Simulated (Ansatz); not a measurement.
## Predicting a hybrid from its neighbours: O3 (ozone)

O3: 3 atoms, total charge 0, spin state singlet. SMILES: `O=[O+][O-]`. The coordinates come from a PBE0-D4/def2-TZVP relaxation.

The HOMO–LUMO gap y, in eV, basis def2-TZVPP; a is the functional's share of exact exchange. Programs: Ansatz 0.2.0.

| functional | program | a | y (eV) |
| --- | --- | --- | --- |
| r2SCAN | Ansatz | 0 | 2.29 |
| BLYP | Ansatz | 0 | 1.95 |
| B3LYP | Ansatz | 0.2 | 4.27 |
| r2SCAN0 | Ansatz | 0.25 | 5.10 |
| PBE0 | Ansatz | 0.25 | ? |
| BHLYP | Ansatz | 0.5 | 7.82 |

**Question.** Fit y = c + s·a to the known rows and predict PBE0.

**Answer.** 
1. Means of the 5 rows: a = 0.1900, y = 4.286.
2. Σ(Δa)² = 0.172, Σ(Δa·Δy) = 1.9673, so the slope is 1.9673/0.172 = 11.438.
3. Intercept: 4.286 − (11.438) × 0.1900 = 2.113. The largest residual of the fit is 0.18.
4. PBE0: 2.113 + (11.438) × 0.25 = 4.97 eV.

The run gave 4.84 eV, so the prediction is off by +0.13 eV, within the scatter of the fit. Exact exchange lowers occupied levels and raises empty ones. The rows mix families of semi-local functionals, which the line can't see.
